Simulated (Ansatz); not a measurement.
# SiH4 (silane): levels of theory compared

We compute a comparison of 6 runs (HF/6-31G, CAM-B3LYP/6-31G, MP2/3-21G, UMP2/6-31G, CCSDT/6-31G, FCI/6-31G) of SiH4 (silane). 

The calculation is run with Ansatz 0.2.0.

53 further runs of the same task are left out: 2 that didn't finish, 51 set aside as unsound or not needed.

### 1 The molecule

SiH4: 5 atoms, total charge 0, spin state singlet. SMILES: `[SiH4]`. The H2–Si1 distance was set to 2.969 Å, away from the relaxed value. At this shape a bond of the SMILES string is far longer than usual.

Bond lengths: Si1–H3 1.485 Å, Si1–H4 1.485 Å, Si1–H5 1.485 Å. Angles: H3–Si1–H4 109.5°, H3–Si1–H5 109.5°, H4–Si1–H5 109.5°.

### 2 The energy at HF/6-31G (run 1)

Contents of molecule.yaml:

```yaml
crystal:
  periodic: [false, false, false]
  atoms:
    - {symbol: Si, position_ang: [-0.967605, 0.688404, -0.891105]}
    - {symbol: H, position_ang: [0.967600, -0.688400, 0.890900]}
    - {symbol: H, position_ang: [-2.298605, 0.733304, -0.235005]}
    - {symbol: H, position_ang: [-1.072705, -0.051896, -2.173605]}
    - {symbol: H, position_ang: [-0.499105, 2.072204, -1.155205]}
basis:
  gaussian: {orbitals: 6-31G}
hamiltonian: {xc: hf}
accuracy: high
```

Run with:

```
$ ansatz run molecule.yaml --threads 1 --pin off --max-ram 2610MiB --events-out events.jsonl --progress --plain --runs-dir runs
```

What it wrote:

```text
Warning: RAYON_NUM_THREADS=1 ignored (pool sized by the plan → 1); use --threads N
Functional definition: HF
  name "HF"
  exchange = exact_x
  correlation = 0
477 factors; integrals over basis functions are off by at most 2.6e-9 eV
mean field evaluation 1: about -7918.3488 eV, gradient 8.8e0 eV
mean field evaluation 2: about -7918.3472 eV, gradient 8.8e0 eV
mean field evaluation 4: about -7918.8078 eV, gradient 9.1e-1 eV
mean field evaluation 8: about -7918.8127 eV, gradient 1.1e-6 eV
mean field -7918.81273357 eV, -291.0110003948 hartree, gradient 1.8e-8 eV, S^2 0.000000; 0 other end points of the search recorded, 0 dependent functions left out
reference -7918.81273357 eV, -291.0110003948 hartree; 9, 9 occupied and 12, 12 virtual orbitals, 477 factors
Total energy: -7918.81273357 eV, -291.0110003948 hartree
```

It took 0.16 s on 1 thread of Arm Neoverse V1, shared host.

### 3 The energy at CAM-B3LYP/6-31G (run 2)

Contents of input.yaml:

```yaml
crystal:
  periodic: [false, false, false]
  atoms:
    - {symbol: Si, position_ang: [-0.967605, 0.688404, -0.891105]}
    - {symbol: H, position_ang: [0.967600, -0.688400, 0.890900]}
    - {symbol: H, position_ang: [-2.298605, 0.733304, -0.235005]}
    - {symbol: H, position_ang: [-1.072705, -0.051896, -2.173605]}
    - {symbol: H, position_ang: [-0.499105, 2.072204, -1.155205]}
basis:
  gaussian: {orbitals: 6-31G}
hamiltonian: {xc: {name: CAM-B3LYP}}
accuracy: high
```

Run with:

```
$ ansatz run input.yaml --threads 1 --pin off --max-ram 2610MiB --events-out events.jsonl --progress --plain --runs-dir runs
```

What it wrote:

```text
Warning: RAYON_NUM_THREADS=1 ignored (pool sized by the plan → 1); use --threads N
Functional definition: CAM-B3LYP
  name "CAM-B3LYP"
  parameter alpha = 0.19
  parameter beta = 0.46
  parameter omega = 0.33/bohr
  parameter ac = 0.81
  exchange = (1 - alpha - beta)*b88_x + beta*b88_x_sr(omega) + alpha*exact_x + beta*exact_x_lr(omega)
  correlation = (1 - ac)*vwn5_c + ac*lyp_c
477 factors; integrals over basis functions are off by at most 2.6e-9 eV
210 factors; integrals over basis functions are off by at most 1.9e-9 eV
mean field evaluation 1: about -7936.6777 eV, gradient 5.1e0 eV
mean field evaluation 2: about -7936.6609 eV, gradient 5.0e0 eV
mean field evaluation 4: about -7936.8268 eV, gradient 3.7e-2 eV
mean field evaluation 8: about -7936.8197 eV, gradient 2.4e-4 eV
mean field -7936.81966895 eV, -291.6727430643 hartree, gradient 4.0e-8 eV, S^2 0.000000; 0 other end points of the search recorded, 0 dependent functions left out
reference -7936.81968581 eV, -291.6727436840 hartree; 9, 9 occupied and 12, 12 virtual orbitals, 477 factors
Total energy: -7936.81968581 eV, -291.6727436840 hartree
```

It took 1 s on 1 thread of Arm Neoverse V1, shared host.

Runs 3 to 4 aren't shown in full; the table further down has their settings and results.

### 4 A single-point energy at CCSDT/6-31G (run 5)

Contents of input.yaml:

```yaml
crystal:
  periodic: [false, false, false]
  atoms:
    - symbol: Si
      position_ang: [-0.967605, 0.688404, -0.891105]
    - symbol: H
      position_ang: [0.967600, -0.688400, 0.890900]
    - symbol: H
      position_ang: [-2.298605, 0.733304, -0.235005]
    - symbol: H
      position_ang: [-1.072705, -0.051896, -2.173605]
    - symbol: H
      position_ang: [-0.499105, 2.072204, -1.155205]
basis:
  gaussian: {orbitals: 6-31G}
correlation: {method: ccsdt, frozen_orbitals: {H: 0, Si: 5}}
accuracy: high
scf: {omitted_lower_state_checks: [cluster_reference, increment]}
```

Run with:

```
$ ansatz run input.yaml --threads 1 --pin off --max-ram 2610MiB --events-out events.jsonl --progress --plain --runs-dir runs
```

What it wrote, shortened:

```text
Warning: RAYON_NUM_THREADS=1 ignored (pool sized by the plan → 1); use --threads N
[... 2 set-up lines as earlier in the session ...]
[...]
477 factors; integrals over basis functions are off by at most 2.6e-9 eV
[...]
mean field -7918.81273357 eV, -291.0110003948 hartree, gradient 1.8e-8 eV, S^2 0.000000; 0 other end points of the search recorded, 0 dependent functions left out; unrestricted orbitals would lower it
5 core orbitals not correlated: weight in the atoms' cores, before any rotation towards them, 1.000 or more for the frozen orbitals, at most 0.000 for the correlated occupied ones
reference -7918.81273357 eV, -291.0110003948 hartree; 4, 4 occupied and 12, 12 virtual orbitals, 477 factors
second order -2.28322691 eV of doubles, -0.00000000 eV of singles
cycle   1  -2.82768592 eV  change   -7.5e-1 eV  update   1.3e-1
[...]
cycle  26  -3.81923149 eV  change   4.6e-10 eV  update  2.1e-10
WARN: these amplitudes may be one of several solutions (largest doubles amplitude 0.49, level shift 1.64 eV)
Total energy: -7922.63196506 eV, -291.1513545631 hartree
Checks for a lower state left out: cluster_reference, increment
```

Wall time 0.4 s (1 thread of Arm Neoverse V1, shared host).

### 5 A single-point energy at FCI/6-31G (run 6)

Contents of input.yaml:

```yaml
crystal:
  periodic: [false, false, false]
  atoms:
    - {symbol: Si, position_ang: [-0.967605, 0.688404, -0.891105]}
    - {symbol: H, position_ang: [0.967600, -0.688400, 0.890900]}
    - {symbol: H, position_ang: [-2.298605, 0.733304, -0.235005]}
    - {symbol: H, position_ang: [-1.072705, -0.051896, -2.173605]}
    - {symbol: H, position_ang: [-0.499105, 2.072204, -1.155205]}
basis:
  gaussian:
    orbitals: 6-31G
correlation:
  method: fci
  frozen_orbitals: {H: 0, Si: 5}
accuracy: high
```

Run with:

```
$ ansatz run input.yaml --threads 1 --pin off --max-ram 2610MiB --events-out events.jsonl --progress --plain --runs-dir runs
```

What it wrote, shortened:

```text
Warning: RAYON_NUM_THREADS=1 ignored (pool sized by the plan → 1); use --threads N
[... 2 set-up lines as earlier in the session ...]
[...]
477 factors; integrals over basis functions are off by at most 2.6e-9 eV
[...]
mean field -7918.81273357 eV, -291.0110003948 hartree, gradient 1.8e-8 eV, S^2 0.000000; 0 other end points of the search recorded, 0 dependent functions left out; unrestricted orbitals would lower it
[...]
unrestricted determinant -7920.39276055 eV, -291.0690653150 hartree, S^2 0.8920
5 core orbitals not correlated: weight in the atoms' cores, before any rotation towards them, 1.000 or more for the frozen orbitals, at most 0.000 for the correlated occupied ones
reference -7918.81273357 eV, -291.0110003948 hartree; 4, 4 occupied and 12, 12 virtual orbitals, 477 factors
state -7922.63512577 eV, -291.1514707172 hartree
Total energy: -7922.63512577 eV, -291.1514707172 hartree
```

Wall time 11 s (1 thread of Arm Neoverse V1, shared host); peak memory 0.31 GiB.

### 6 All runs side by side

```csv
run,level,frozen core orbitals,energy (Eh),wall time
1,HF/6-31G,–,-291.011000,0.16 s
2,CAM-B3LYP/6-31G,–,-291.672744,1 s
3,MP2/3-21G,5,-289.607272,0.12 s
4,UMP2/6-31G,5,-291.118756,0.22 s
5,CCSDT/6-31G,5,-291.151355,0.4 s
6,FCI/6-31G,5,-291.151471,11 s
```

### 7 Outcome

```
                                          quantity          value
                               run 6: total energy  -291.15147 Eh
run 6: correlation energy (5 core orbitals frozen)     -140.5 mEh
```

What this shows: Against full CI in this basis: HF +140.5 mEh; UMP2 +32.7 mEh; CCSDT +0.1 mEh. In runs 3, 5 the log says that unrestricted orbitals would lower the reference, so the values rest on an unstable closed-shell determinant (other closed-shell runs at this shape may share the fault). In runs 1, 2, 3 a closed-shell determinant meets a far-stretched bond, which it describes badly. Spin contamination of the reference: run 4 ⟨S²⟩ = 0.89. Where it is this large, the reference is a mixture of spin states, and values that rest on it are in doubt. All runs together took 12 s, the longest 11 s.
